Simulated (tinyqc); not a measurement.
Inside a calculation. Method: Hueckel theory of the pi electrons, for the molecule c1[cH+]n1 (SMILES; centres numbered as the heavy atoms are written). One step of it, computed by the program tinyqc.

Task: Orbitals. Diagonalise; E = alpha + x beta with beta < 0, so the largest x are filled first; degenerate levels share their electrons. P = sum n_i c_ri c_si; each orbital has its largest coefficient positive (the first on a tie).

Hueckel matrix in units of beta (H = alpha + beta A):
```
          1C        2C        3N
1C  0.000000  1.000000  1.000000
2C  1.000000  0.000000  1.000000
3N  1.000000  1.000000  0.500000
```

pi electrons, sum of z_r less the charge = 2

Give: x values; occupations; coefficients; charge and bond-order matrix P.

Result:

x values: 2.186  -0.686  -1.000

occupations: 2.000  0.000  0.000

coefficients:
```
      MO1     MO2     MO3
1C  0.542  -0.454   0.707
2C  0.542  -0.454  -0.707
3N  0.643   0.766   0.000
```

charge and bond-order matrix P:
```
       1C     2C     3N
1C  0.587  0.587  0.696
2C  0.587  0.587  0.696
3N  0.696  0.696  0.826
```
